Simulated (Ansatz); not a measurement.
A made-up structure of C$_{3}$H$_{7}$ (charge -1), singlet:

```
atom    x (Å)    y (Å)    z (Å)
  C1  -0.6486   0.7130  -0.7763
  C2   0.3234  -0.4186  -0.5848
  C3   0.4363  -0.7574   0.8762
  H4  -1.6857   0.4157  -0.5520
  H5  -0.6543   1.0890  -1.8083
  H6  -0.4654   1.6144  -0.1099
  H7   1.3133  -0.1006  -0.9517
  H8  -0.4874  -1.2085   1.2733
  H9   1.2400  -1.4786   1.0771
 H10   0.0395  -1.4297  -0.7283
```

It is relaxed with PBE-D4/def2-SVPD and then PBE0-D4/def2-TZVPD (Ansatz 0.2.0). Atoms count as bonded within 1.22 times the sum of their covalent radii (H–H: 0.88 Å). The end point is not checked to be a true minimum.

Question: Does its bonding change? (Judge from chemistry; the calculation decides.)

Answer: Computed: No: no bond forms or breaks.

Where it ends: The first stage lowers the energy by 0.99 eV in 10 steps. It ends as C₃H₇ ([CH2][CH2][CH3]), total charge -1:
```json
{"atom": "C1", "x (Å)": "-0.6561", "y (Å)": "0.7241", "z (Å)": "-0.7789"}
{"atom": "C2", "x (Å)": "0.2954", "y (Å)": "-0.4387", "z (Å)": "-0.4844"}
{"atom": "C3", "x (Å)": "0.3872", "y (Å)": "-0.7690", "z (Å)": "0.9825"}
{"atom": "H4", "x (Å)": "-1.6642", "y (Å)": "0.4861", "z (Å)": "-0.4192"}
{"atom": "H5", "x (Å)": "-0.7266", "y (Å)": "0.9524", "z (Å)": "-1.8567"}
{"atom": "H6", "x (Å)": "-0.3288", "y (Å)": "1.6164", "z (Å)": "-0.2338"}
{"atom": "H7", "x (Å)": "1.2918", "y (Å)": "-0.1527", "z (Å)": "-0.8553"}
{"atom": "H8", "x (Å)": "-0.4654", "y (Å)": "-1.3870", "z (Å)": "1.3105"}
{"atom": "H9", "x (Å)": "1.3075", "y (Å)": "-1.3242", "z (Å)": "1.2202"}
{"atom": "H10", "x (Å)": "-0.0300", "y (Å)": "-1.2686", "z (Å)": "-1.1696"}
```

The highest PBE0 orbital of the anion lies well above zero, so the extra electron may be unbound in the gas phase.

Labels in which every atom is bracketed show which atoms are joined, not bond orders.

For scale, one of the runs: PBE0-D4/def2-TZVPD relaxation, 174 basis functions, launched by `ansatz run in.yaml --threads 2 --pin off --events-out ev --progress --plain --max-ram 4352MiB`. The run took about 25 s on 2 CPU threads of an Arm Neoverse V2 (shared host).
